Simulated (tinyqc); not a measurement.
Worked calculation (part 1 of 2): RHF in the sto-6g basis, for OH-, spin multiplicity 1. The basis has no diffuse functions, so it cannot describe the extra electron: this is an exercise in the method, not the real anion. Computed by tinyqc, a small Python program that keeps every step (integrals from PySCF). Settings: charge = -1, multiplicity = 1, basis = sto-6g, energy threshold = 1e-09, iteration cap = 61, orthogonalisation = canonical, start = random, DIIS depth = 8, DIIS from iteration = 2, damping = 0.2, method = RHF. Command: `OMP_NUM_THREADS=1 python tinyqc.py 23258 23259 out.jsonl` (the two numbers bound the seeds that draw the settings). One thread of a shared host (Intel(R) Xeon(R) Processor @ 2.60GHz), about 0.08 s of CPU time with the checks. Later iterations appear only in the table of the cycle.

## One-electron integrals

Geometry (angstrom):
```
atom         x         y         z
O     0.000000  0.000000  0.000000
H     0.000000  0.000000  1.224000
```

Basis sto-6g: exponents (1/bohr^2) and contraction coefficients of normalised primitives:
```
element  l (shell)     exponent  coefficient
O            s (1)  1355.584234     0.009164
O            s (1)   248.544885     0.049361
O            s (1)    69.533902     0.168538
O            s (1)    23.886772     0.370563
O            s (1)     9.275933     0.416492
O            s (1)     3.820341     0.130334
O            s (2)    52.187762    -0.013253
O            s (2)    10.329320    -0.046992
O            s (2)     3.210345    -0.033785
O            s (2)     1.235135     0.250242
O            s (2)     0.536420     0.595117
O            s (2)     0.245881     0.240706
O            p (3)    52.187762     0.003760
O            p (3)    10.329320     0.037679
O            p (3)     3.210345     0.173897
O            p (3)     1.235135     0.418036
O            p (3)     0.536420     0.425860
O            p (3)     0.245881     0.101708
H            s (1)    35.523221     0.009164
H            s (1)     6.513144     0.049361
H            s (1)     1.822143     0.168538
H            s (1)     0.625955     0.370563
H            s (1)     0.243077     0.416492
H            s (1)     0.100112     0.130334
```

Overlap, kinetic and nuclear-attraction integrals over the contracted functions; the nuclear repulsion is the sum of Za Zb / Rab.

nuclear repulsion = 3.45867458 hartree

overlap S, lower triangle:
```
           1O 1s     1O 2s    1O 2px    1O 2py    1O 2pz     2H 1s
1O 1s   1.000000
1O 2s   0.231145  1.000000
1O 2px  0.000000  0.000000  1.000000
1O 2py  0.000000  0.000000  0.000000  1.000000
1O 2pz  0.000000  0.000000  0.000000  0.000000  1.000000
2H 1s   0.029956  0.320713  0.000000  0.000000  0.292857  1.000000
```

kinetic energy T (hartree), lower triangle:
```
            1O 1s     1O 2s    1O 2px    1O 2py    1O 2pz     2H 1s
1O 1s   29.327197
1O 2s   -0.896024  0.842618
1O 2px   0.000000  0.000000  2.531309
1O 2py   0.000000  0.000000  0.000000  2.531309
1O 2pz   0.000000  0.000000  0.000000  0.000000  2.531309
2H 1s   -0.006540  0.034481  0.000000  0.000000  0.122255  0.768522
```

nuclear attraction V (hartree), lower triangle:
```
             1O 1s      1O 2s     1O 2px     1O 2py     1O 2pz      2H 1s
1O 1s   -61.690650
1O 2s    -6.251213  -9.431595
1O 2px    0.000000   0.000000  -9.408402
1O 2py    0.000000   0.000000   0.000000  -9.408402
1O 2pz   -0.010044  -0.117996   0.000000   0.000000  -9.476787
2H 1s    -0.926165  -2.234404   0.000000   0.000000  -1.815214  -4.655054
```

core Hamiltonian H = T + V (hartree), lower triangle:
```
             1O 1s      1O 2s     1O 2px     1O 2py     1O 2pz      2H 1s
1O 1s   -32.363452
1O 2s    -7.147237  -8.588977
1O 2px    0.000000   0.000000  -6.877093
1O 2py    0.000000   0.000000   0.000000  -6.877093
1O 2pz   -0.010044  -0.117996   0.000000   0.000000  -6.945478
2H 1s    -0.932706  -2.199923   0.000000   0.000000  -1.692958  -3.886532
```

## Two-electron integrals

Functions are numbered as in S; the eight-fold symmetry (ij|kl) = (ji|kl) = (kl|ij) leaves the list below.

Two-electron integrals (ij|kl) in chemists' order, unique and non-zero (hartree):
```
(11|11) 4.787491   (21|11) 0.675884   (21|21) 0.121505   (22|11) 1.117379
(22|21) 0.249212   (22|22) 0.817383   (31|31) 0.025762   (32|31) 0.039145
(32|32) 0.180664   (33|11) 1.117381   (33|21) 0.249212   (33|22) 0.817382
(33|33) 0.880663   (41|41) 0.025762   (42|41) 0.039145   (42|42) 0.180664
(43|43) 0.047461   (44|11) 1.117381   (44|21) 0.249212   (44|22) 0.817382
(44|33) 0.785741   (44|44) 0.880663   (51|51) 0.025762   (52|51) 0.039145
(52|52) 0.180664   (53|53) 0.047461   (54|54) 0.047461   (55|11) 1.117381
(55|21) 0.249212   (55|22) 0.817382   (55|33) 0.785741   (55|44) 0.785741
(55|55) 0.880663   (61|11) 0.093097   (61|21) 0.016057   (61|22) 0.032267
(61|33) 0.032199   (61|44) 0.032199   (61|51) 0.000788   (61|52) 0.001549
(61|55) 0.032403   (61|61) 0.002163   (62|11) 0.249778   (62|21) 0.056603
(62|22) 0.208573   (62|33) 0.204976   (62|44) 0.204976   (62|51) 0.004555
(62|52) 0.035050   (62|55) 0.215765   (62|61) 0.007538   (62|62) 0.069330
(63|31) 0.005971   (63|32) 0.034637   (63|53) 0.007063   (63|63) 0.009243
(64|41) 0.005971   (64|42) 0.034637   (64|54) 0.007063   (64|64) 0.009243
(65|11) 0.191716   (65|21) 0.044022   (65|22) 0.172868   (65|33) 0.165373
(65|44) 0.165373   (65|51) 0.008976   (65|52) 0.061311   (65|55) 0.187859
(65|61) 0.006100   (65|62) 0.069805   (65|65) 0.078589   (66|11) 0.426722
(66|21) 0.098476   (66|22) 0.417011   (66|33) 0.401681   (66|44) 0.401681
(66|51) 0.009187   (66|52) 0.099347   (66|55) 0.447671   (66|61) 0.013204
(66|62) 0.185113   (66|65) 0.211991   (66|66) 0.774999
```

## Orthogonalisation

S = U s U^T; canonical form X = U s^(-1/2), so that X^T S X = 1. Each column of U has its largest component positive (the first on a tie).

eigenvalues of S: 0.539954  0.844803  1.000000  1.000000  1.133117  1.482127

X:
```
                1          2          3         4          5         6
1O 1s    0.339300   0.734581   0.000000  0.000000  -0.579981  0.260813
1O 2s   -0.790584  -0.453016   0.000000  0.000000  -0.368369  0.475694
1O 2px   0.000000   0.000000   0.992539  0.121925   0.000000  0.000000
1O 2py   0.000000   0.000000  -0.121925  0.992539   0.000000  0.000000
1O 2pz  -0.566246   0.585360   0.000000  0.000000   0.583237  0.320196
2H 1s    0.889510  -0.310207   0.000000  0.000000   0.265108  0.527135
```

Within a degenerate level the vectors are fixed only up to a rotation; this is one choice.

## Starting guess

The start is random orthonormal orbitals; D = 2 C_occ C_occ^T.

D at the start, lower triangle:
```
            1O 1s      1O 2s     1O 2px     1O 2py     1O 2pz     2H 1s
1O 1s    2.069693
1O 2s   -0.577328   2.331513
1O 2px   0.069603   0.072665   1.900268
1O 2py  -0.188790  -0.197094   0.270510   1.266278
1O 2pz  -0.274413  -0.011311   0.344801  -0.935227   1.019872
2H 1s    0.181900  -0.749713  -0.095386   0.258723  -0.393937  2.379992
```

## Iteration 1: building the Fock matrix

J_ij = sum D_kl (ij|kl), K_ij = sum D_kl (ik|jl); F = H + J - 0.5 K; E = tr D H + tr D J / 2 - 0.25 tr D K + E_nn.

Coulomb J (hartree), lower triangle:
```
            1O 1s      1O 2s    1O 2px     1O 2py    1O 2pz     2H 1s
1O 1s   16.935124
1O 2s    3.003584   7.907802
1O 2px   0.008136   0.025097  7.930506
1O 2py  -0.022068  -0.068073  0.025677   7.870326
1O 2pz  -0.006774   0.110578  0.031382  -0.085119  7.922572
2H 1s    0.400014   2.088082  0.008973  -0.024337  1.798120  4.867670
```

exchange K (hartree), lower triangle:
```
            1O 1s      1O 2s    1O 2px     1O 2py    1O 2pz     2H 1s
1O 1s    9.533682
1O 2s    1.425813   2.471040
1O 2px   0.096879   0.069738  2.178010
1O 2py  -0.262772  -0.189154  0.225390   1.649768
1O 2pz  -0.317886  -0.180477  0.270841  -0.734620  1.428158
2H 1s    0.169802   0.654169  0.040328  -0.109384  0.452486  1.666615
```

Fock matrix F (hartree), lower triangle:
```
             1O 1s      1O 2s     1O 2px    1O 2py     1O 2pz     2H 1s
1O 1s   -20.195170
1O 2s    -4.856560  -1.916694
1O 2px   -0.040303  -0.009772  -0.035592
1O 2py    0.109318   0.026504  -0.087017  0.168349
1O 2pz    0.142125   0.082821  -0.104039  0.282191   0.263014
2H 1s    -0.617592  -0.438925  -0.011191  0.030355  -0.121081  0.147831
```

total energy of this density = -72.88920397 hartree

This density is the starting one.

## Iteration 1: diagonalisation and new density

Diagonalise F' = X^T F X, C = X C', fill 5 alpha and 5 beta electrons from the bottom; D = 2 C_occ C_occ^T; the new density keeps 0.2 of the old one (damping). Each column has its largest component positive (the first on a tie).

F' = X^T F X (hartree), lower triangle:
```
           1          2          3         4          5          6
1  -0.330084
2  -2.682604  -7.673817
3   0.056909  -0.109311  -0.011499
4  -0.110536   0.212319  -0.109110  0.144256
5   2.252248   8.147135  -0.048525  0.094253  -8.922159
6  -1.130873  -4.532988  -0.071948  0.139748   5.403914  -3.326355
```

orbital energies (hartree): MO1 -20.198747, MO2 -0.795853, MO3 -0.096420, MO4 -0.067674, MO5 0.296999, MO6 0.742035

coefficients C:
```
              MO1        MO2        MO3       MO4        MO5        MO6
1O 1s    0.997507  -0.245009   0.005796  0.000000   0.049268  -0.040290
1O 2s    0.010470   1.009742  -0.053836  0.000000  -0.287028   0.295391
1O 2px   0.001941  -0.005263   0.230787  0.938264  -0.212146  -0.146155
1O 2py  -0.005265   0.014276  -0.625978  0.345921   0.575417   0.396425
1O 2pz  -0.006727  -0.055539   0.633984  0.000000   0.120205   0.828528
2H 1s   -0.000569   0.048456   0.254017  0.000000   0.786286  -0.741952
```

D after iteration 1, lower triangle:
```
            1O 1s      1O 2s     1O 2px     1O 2py    1O 2pz     2H 1s
1O 1s    2.105957
1O 2s   -0.517715   2.234258
1O 2px   0.004499   0.083610   1.945876
1O 2py  -0.012203  -0.226780   0.146805   1.601811
1O 2pz  -0.028493  -0.201916   0.262710  -0.712564  0.875197
2H 1s    0.080815  -0.454646  -0.192581   0.522350  0.325805  1.572188
```

## Iteration 2: building the Fock matrix

As before.

Coulomb J (hartree), lower triangle:
```
            1O 1s      1O 2s    1O 2px     1O 2py    1O 2pz     2H 1s
1O 1s   17.404717
1O 2s    3.091250   8.120365
1O 2px   0.004478   0.017222  8.139401
1O 2py  -0.012146  -0.046712  0.013935   8.106741
1O 2pz  -0.000997   0.089334  0.022216  -0.060259  8.114949
2H 1s    0.411675   2.109729  0.005997  -0.016266  1.792244  4.694989
```

exchange K (hartree), lower triangle:
```
            1O 1s      1O 2s     1O 2px     1O 2py    1O 2pz     2H 1s
1O 1s    9.772194
1O 2s    1.506850   2.574476
1O 2px   0.021902   0.038599   2.237199
1O 2py  -0.059405  -0.104693   0.122318   1.950523
1O 2pz  -0.072885  -0.100323   0.185682  -0.503638  1.548172
2H 1s    0.210843   0.720669  -0.013630   0.036969  0.638237  1.415076
```

Fock matrix F (hartree), lower triangle:
```
             1O 1s      1O 2s     1O 2px     1O 2py     1O 2pz     2H 1s
1O 1s   -19.844832
1O 2s    -4.809412  -1.755850
1O 2px   -0.006473  -0.002077   0.143708
1O 2py    0.017557   0.005634  -0.047224   0.254387
1O 2pz    0.025401   0.021500  -0.070625   0.191560   0.395384
2H 1s    -0.626453  -0.450528   0.012812  -0.034750  -0.219833  0.100920
```

total energy of this density = -74.28881159 hartree

This density is a damped mixture and is not idempotent.

## Iteration 2: diagonalisation and new density

As before.

F' = X^T F X (hartree), lower triangle:
```
           1          2          3         4          5          6
1  -0.108791
2  -2.637012  -7.473519
3   0.067265  -0.065010   0.156783
4  -0.130652   0.126272  -0.059214  0.241312
5   2.118748   8.091730  -0.044031  0.085523  -8.640841
6  -1.174235  -4.529492  -0.024528  0.047643   5.281645  -3.333659
```

orbital energies (hartree): MO1 -19.847668, MO2 -0.637270, MO3 0.036394, MO4 0.126298, MO5 0.242669, MO6 0.920861

coefficients C:
```
              MO1        MO2        MO3       MO4        MO5        MO6
1O 1s    0.997009  -0.241522   0.044364  0.000000   0.045517  -0.052295
1O 2s    0.012885   0.978427  -0.251081  0.000000  -0.258867   0.323557
1O 2px   0.000321  -0.002178   0.150578  0.938264  -0.291441  -0.109750
1O 2py  -0.000871   0.005908  -0.408423  0.345921   0.790493   0.297681
1O 2pz  -0.000694  -0.011580   0.602003  0.000000  -0.013531   0.862118
2H 1s   -0.002033   0.127331   0.533512  0.000000   0.569040  -0.781634
```

D after iteration 2, lower triangle:
```
            1O 1s      1O 2s     1O 2px     1O 2py    1O 2pz     2H 1s
1O 1s    2.111431
1O 2s   -0.497762   2.186914
1O 2px  -0.008283   0.073538   1.969903
1O 2py   0.022467  -0.199463   0.081634   1.778580
1O 2pz   0.039416  -0.294764   0.203929  -0.553131  0.755400
2H 1s    0.043026  -0.341654  -0.175771   0.476754  0.564366  1.313892
```

## Iteration 3: building the Fock matrix

As before.

Coulomb J (hartree), lower triangle:
```
            1O 1s      1O 2s    1O 2px     1O 2py    1O 2pz     2H 1s
1O 1s   17.526166
1O 2s    3.115332   8.183399
1O 2px   0.003232   0.013747  8.201729
1O 2py  -0.008765  -0.037286  0.007749   8.183568
1O 2pz  -0.001888   0.072497  0.016874  -0.045769  8.164898
2H 1s    0.414741   2.113491  0.004627  -0.012550  1.785455  4.633141
```

exchange K (hartree), lower triangle:
```
            1O 1s      1O 2s     1O 2px     1O 2py    1O 2pz     2H 1s
1O 1s    9.818119
1O 2s    1.526146   2.602694
1O 2px   0.005027   0.028889   2.262572
1O 2py  -0.013636  -0.078358   0.068017   2.103161
1O 2pz  -0.015858  -0.103680   0.139605  -0.378660  1.527861
2H 1s    0.218672   0.739541  -0.019759   0.053594  0.682025  1.334216
```

Fock matrix F (hartree), lower triangle:
```
             1O 1s      1O 2s     1O 2px     1O 2py     1O 2pz     2H 1s
1O 1s   -19.746346
1O 2s    -4.794979  -1.706924
1O 2px    0.000718  -0.000698   0.193350
1O 2py   -0.001947   0.001893  -0.026260   0.254895
1O 2pz   -0.004003   0.006342  -0.052928   0.143560   0.455489
2H 1s    -0.627301  -0.456203   0.014506  -0.039347  -0.248516  0.079501
```

total energy of this density = -74.62982210 hartree

This density is a damped mixture and is not idempotent.

## Iteration 3: DIIS over 2 matrices

error matrix X^T (FDS - SDF) X:
```
           1          2          3          4          5          6
1   0.000000   0.164751  -0.080666   0.156681  -0.115888   0.082302
2  -0.164751   0.000000  -0.029259   0.056831   0.199309   0.000476
3   0.080666   0.029259   0.000000   0.000000  -0.090592   0.039346
4  -0.156681  -0.056831   0.000000   0.000000   0.175961  -0.076425
5   0.115888  -0.199309   0.090592  -0.175961   0.000000  -0.114082
6  -0.082302  -0.000476  -0.039346   0.076425   0.114082   0.000000
```

B (overlaps of the stored error matrices):
```
               1              2
1  5.8445660e+00  1.3953431e+00
2  1.3953431e+00  3.6357071e-01
```

Minimise |sum c_i e_i|^2 with sum c_i = 1: solve [B -1; -1 0][c; lambda] = [0; -1] with B_ij = tr e_i^T e_j, and take F = sum c_i F_i.

DIIS coefficients: -0.301913  1.301913

extrapolated F (hartree), lower triangle:
```
             1O 1s      1O 2s     1O 2px     1O 2py     1O 2pz     2H 1s
1O 1s   -19.716611
1O 2s    -4.790621  -1.692153
1O 2px    0.002889  -0.000281   0.208338
1O 2py   -0.007836   0.000763  -0.019930   0.255049
1O 2pz   -0.012880   0.001766  -0.047585   0.129069   0.473635
2H 1s    -0.627557  -0.457916   0.015018  -0.040735  -0.257175  0.073034
```

## Iteration 3: diagonalisation and new density

As before.

F' = X^T F X (hartree), lower triangle:
```
           1          2          3         4          5          6
1  -0.016889
2  -2.627337  -7.390103
3   0.054923  -0.040046   0.213856
4  -0.106680   0.077784  -0.024991  0.249530
5   2.061422   8.083248  -0.033536  0.065139  -8.531766
6  -1.203132  -4.517859  -0.008866  0.017222   5.239066  -3.334607
```

orbital energies (hartree): MO1 -19.719731, MO2 -0.581684, MO3 0.066118, MO4 0.200990, MO5 0.235152, MO6 0.989176

coefficients C:
```
              MO1        MO2        MO3       MO4        MO5        MO6
1O 1s    0.996831  -0.237927   0.068746  0.000000   0.029974  -0.056829
1O 2s    0.013694   0.954747  -0.373454  0.000000  -0.169664   0.335030
1O 2px  -0.000139  -0.001461   0.077857  0.938264  -0.328500  -0.075401
1O 2py   0.000376   0.003963  -0.211177  0.345921   0.891011   0.204516
1O 2pz   0.001336   0.009389   0.542938  0.000000  -0.077317   0.897286
2H 1s   -0.002575   0.175518   0.682546  0.000000   0.342009  -0.788644
```

D after iteration 3, lower triangle:
```
            1O 1s      1O 2s     1O 2px     1O 2py    1O 2pz     2H 1s
1O 1s    2.111735
1O 2s   -0.490381   2.165356
1O 2px  -0.008513   0.055126   1.984884
1O 2py   0.023089  -0.149523   0.041000   1.888793
1O 2pz   0.062451  -0.348012   0.149036  -0.404240  0.632440
2H 1s    0.029160  -0.300949  -0.130298   0.353415  0.666124  1.244622
```

## Iteration 17 (converged): orbitals

converged F (hartree), lower triangle:
```
             1O 1s      1O 2s    1O 2px    1O 2py     1O 2pz     2H 1s
1O 1s   -19.741690
1O 2s    -4.795471  -1.700674
1O 2px    0.000000   0.000000  0.190697
1O 2py    0.000000   0.000000  0.000000  0.190697
1O 2pz   -0.015700   0.006966  0.000000  0.000000   0.524349
2H 1s    -0.627993  -0.463822  0.000000  0.000000  -0.262542  0.057839
```

Diagonalise F' = X^T F X, C = X C', fill 5 alpha and 5 beta electrons from the bottom; D = 2 C_occ C_occ^T. Each column has its largest component positive (the first on a tie).

F' = X^T F X (hartree), lower triangle:
```
           1          2         3         4          5          6
1   0.000926
2  -2.649199  -7.390938
3   0.000000   0.000000  0.190697
4   0.000000   0.000000  0.000000  0.190697
5   2.040509   8.108375  0.000000  0.000000  -8.527946
6  -1.221000  -4.509334  0.000000  0.000000   5.252828  -3.342247
```

orbital energies (hartree): MO1 -19.744787, MO2 -0.591011, MO3 0.075348, MO4 0.190697, MO5 0.190697, MO6 1.000245

coefficients C:
```
              MO1        MO2        MO3       MO4        MO5        MO6
1O 1s    0.996845  -0.237523   0.075142  0.000000   0.000000  -0.058072
1O 2s    0.013643   0.952757  -0.410516  0.000000   0.000000   0.340253
1O 2px   0.000000   0.000000   0.000000  0.938261  -0.345927   0.000000
1O 2py   0.000000   0.000000   0.000000  0.345927   0.938261   0.000000
1O 2pz   0.001480   0.005147   0.490716  0.000000   0.000000   0.930130
2H 1s   -0.002617   0.180045   0.759966  0.000000   0.000000  -0.790974
```

D after iteration 17, lower triangle:
```
            1O 1s      1O 2s    1O 2px    1O 2py    1O 2pz     2H 1s
1O 1s    2.111525
1O 2s   -0.487097   2.152913
1O 2px   0.000000   0.000000  2.000000
1O 2py   0.000000   0.000000  0.000000  2.000000
1O 2pz   0.074253  -0.393046  0.000000  0.000000  0.481663
2H 1s    0.023463  -0.280950  0.000000  0.000000  0.747702  1.219943
```

Within a degenerate level the vectors are fixed only up to a rotation; this is one choice.

## Convergence

Stop when the energy changes by less than 1e-09 hartree and every element of the error matrix X^T (F D S - S D F) X is below 9e-06.

Course of the cycle:
```
iteration   E (hartree)     change  largest element of the error matrix
1          -72.88920397          -                             3.53e+00
2          -74.28881159  -1.40e+00                             8.12e-01
3          -74.62982210  -3.41e-01                             1.99e-01
4          -74.72249296  -9.27e-02                             9.35e-02
5          -74.75633185  -3.38e-02                             4.06e-02
6          -74.76918721  -1.29e-02                             1.31e-02
7          -74.77309352  -3.91e-03                             2.74e-03
8          -74.77406767  -9.74e-04                             5.36e-04
9          -74.77427150  -2.04e-04                             1.06e-04
10         -74.77431260  -4.11e-05                             2.12e-05
11         -74.77432084  -8.23e-06                             4.20e-06
12         -74.77432249  -1.65e-06                             8.40e-07
13         -74.77432282  -3.30e-07                             1.68e-07
14         -74.77432288  -6.59e-08                             3.36e-08
15         -74.77432289  -1.32e-08                             6.71e-09
16         -74.77432290  -2.64e-09                             1.35e-09
17         -74.77432290  -5.27e-10                             2.70e-10
```

PySCF RHF in the same basis = -74.77432290 hartree

Converged in 17 iterations.
